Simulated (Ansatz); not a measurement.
`N[Si]Cl` + H₂ → `[SiH]Cl` + NH₃ at 400 K and 1 bar (hydrogenolysis of the Si–N bond).

Isolated molecules relaxed with PBE0-D4/def2-TZVP in Ansatz; ΔE leaves out vibrations. CBS: def2 TZ/QZ extrapolation, frozen cores. One conformer a species, not always the lowest.

| species | CCSD(T)/CBS energy (Eh) | H − E (kJ/mol) | S (J/(mol·K)) |
| --- | --- | --- | --- |
| `N[Si]Cl` | -804.81294 | 93.2 | 301.3 |
| H₂ | -1.17463 | 38.0 | 139.0 |
| `[SiH]Cl` | -749.43816 | 35.1 | 263.9 |
| NH₃ | -56.50568 | 104.2 | 203.1 |

H − E and S are ideal-gas, rigid-rotor, harmonic terms from PBE0-D4/def2-TZVP, for one conformer and one mirror image of each species. 1 Eh = 2625.50 kJ/mol, R = 8.31446 J/(mol·K).

Q: By hand: ΔE, ΔH, ΔS and ΔG.

A: ΔE = (-749.43816) + (-56.50568) − (-804.81294) − (-1.17463) = 0.04373 Eh = 114.8 kJ/mol. Δ(H − E) = 35.1 + 104.2 − 93.2 − 38.0 = 8.1, so ΔH = 122.9 kJ/mol. ΔS = 263.9 + 203.1 − 301.3 − 139.0 = 26.7 J/(mol·K). ΔG = 122.9 − 400 × (26.7)/1000 = 112.2 kJ/mol.

Q: By hand: the equilibrium constant, and the temperature at which ΔG would vanish if ΔH and ΔS stayed fixed.

A: log₁₀ K = −ΔG/(RT ln 10) = -14.7. ΔG = 0 at ΔH/ΔS = 4603 K, far beyond where these terms or the molecules hold.

ΔH outweighs TΔS. A doubt of 5 kJ/mol in ΔE shifts log₁₀ K by 0.7 here. Other conformers and mirror images would add mixing entropy, several J/(mol·K) or more a flexible species. These are equilibria of isolated gas molecules and say nothing of rates. Largest T1 diagnostic: 0.013 (customary marks: 0.02 for closed shells, 0.045 for open ones).
